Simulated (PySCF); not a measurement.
# CO2S3: the cost of one run

The runs use PySCF 2.14.0; levels as typed in each script, gas phase, geometry from GFN2-xTB.

**1. Where the work starts**

SMILES `O=S=O.S=C=S`, 6 atoms, charge 0, spin multiplicity 1.

Bond lengths: O1–S2 1.440 Å, S2–O3 1.434 Å, S4–C5 1.559 Å, C5–S6 1.542 Å. Angles: O1–S2–O3 115.7°, S4–C5–S6 179.5°.

As a file:

```xyz
6

O    -1.4515    0.7233    1.2171
S    -1.7848    0.0309   -0.0006
O    -1.4546    0.7157   -1.2164
S     0.5625   -1.6454    0.0019
C     1.3724   -0.3129    0.0002
S     2.1606    1.0123   -0.0017
```

**2. Binding of the two fragments (PBE/def2-svpd)**

Input file input.py:

```python
import numpy as np
from pyscf import gto, scf, dft
from pyscf.scf import atom_ks, atom_hf
from scipy.linalg import block_diag
from pyscf.dispersion import dftd3

def solve(mol, dm0=None, hcore=None):
    mf = (dft.UKS if mol.spin else dft.RKS)(mol, xc='pbe')
    mf.grids.level = 3
    mf = mf.density_fit(auxbasis='def2-universal-jkfit')
    mf.conv_tol, mf.max_cycle = 1e-8, 80
    if hcore is not None:
        mf.get_hcore = lambda *args: hcore
    mf.kernel(dm0)
    if not mf.converged:
        mf = mf.newton().run(mf.mo_coeff, mf.mo_occ, max_cycle=30)
    assert mf.converged, 'SCF not converged'
    return mf

mol = gto.M(atom='''
O     -1.45146     0.72327     1.21710
S     -1.78478     0.03094    -0.00064
O     -1.45459     0.71566    -1.21637
S      0.56254    -1.64538     0.00189
C      1.37238    -0.31289     0.00024
S      2.16063     1.01231    -0.00171
''', basis='def2-svpd', charge=0, spin=0, verbose=4)
mol_a = gto.M(atom='''
O     -1.45146     0.72327     1.21710
S     -1.78478     0.03094    -0.00064
O     -1.45459     0.71566    -1.21637
ghost-S      0.56254    -1.64538     0.00189
ghost-C      1.37238    -0.31289     0.00024
ghost-S      2.16063     1.01231    -0.00171
''', basis='def2-svpd', charge=0, spin=0, verbose=4)
mol_b = gto.M(atom='''
ghost-O     -1.45146     0.72327     1.21710
ghost-S     -1.78478     0.03094    -0.00064
ghost-O     -1.45459     0.71566    -1.21637
S      0.56254    -1.64538     0.00189
C      1.37238    -0.31289     0.00024
S      2.16063     1.01231    -0.00171
''', basis='def2-svpd', charge=0, spin=0, verbose=4)
ab, a, b = solve(mol), solve(mol_a), solve(mol_b)
e_int = ab.e_tot - a.e_tot - b.e_tot
print('counterpoise-corrected interaction energy / kcal/mol', e_int * 627.5095)
def disp(atoms, charge):
    m = gto.M(atom=atoms, charge=charge, basis='sto-3g', spin=None, unit='Bohr', verbose=0)
    return dftd3.DFTD3Dispersion(m, xc='pbe', version='d3bj').get_dispersion()['energy']
e_disp = disp(mol._atom, mol.charge) - disp(mol._atom[:3], mol_a.charge) - disp(mol._atom[3:], mol_b.charge)
print('D3(BJ) part / kcal/mol', e_disp * 627.5095)
# spherically averaged free atoms, for the promolecule
atm = atom_ks.get_atm_nrks(mol, xc='pbe')
pro = block_diag(*[(atm[a[0]][2] * atm[a[0]][3]) @ atm[a[0]][2].T for a in mol._atom])
np.savez('result.npz', e_int=e_int, e_disp=e_disp, dm_a=a.make_rdm1(), dm_b=b.make_rdm1(), c=ab.mo_coeff, occ=ab.mo_occ, eps=ab.mo_energy, pro=pro, d=[f.dip_moment(verbose=0) for f in (ab, a, b)])
```

Started as:

```sh
$ OMP_NUM_THREADS=1 python input.py
```

**Question.** How long does this run take on 1 thread of AMD EPYC 9R45 (Zen 5), shared host, and how much memory does it need?

About 26 s, with a peak of 0.53 GiB.
